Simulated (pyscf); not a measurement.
Elementary routes open to S=SiH–Cl (SMILES S=[SiH]Cl) + H₂ (SMILES [H][H]) in the gas phase (singlet surface):
A. H₂Si=S (SMILES [SiH2]=S) + HCl (SMILES Cl) (Cl–Si, H–H broken; H–Si, Cl–H formed)
B. HS–SiH₂–Cl (SMILES S[SiH2]Cl) (H–H broken; H–S, H–Si formed)

Single points on ωB97X-D3(BJ)/def2-SVP structures (PySCF, gas phase).

Rank the routes by free-energy barrier at 900 K, lowest first, for ωB97M-D3(BJ)/def2-TZVP energies (ideal gas, 1 atm, RRHO with modes under 100 cm⁻¹ raised to 100, one conformer, R ln 2 for chiral ones without a mode under 150 cm⁻¹).

B (2.15 eV), A (2.70 eV)

Route B is the fastest of these, ahead of the next by 0.55 eV. The most stable products are those of B (ΔG = -0.18 eV), so kinetics and thermodynamics agree. At 298 K B is still the fastest. A: On the product side the descent ends in a complex, 0.30 eV under the separated species and 0.88 eV under the saddle at ωB97X-D3(BJ)/def2-TZVP. Only these routes are compared; each barrier is that of the saddle found, and lower ones may exist.
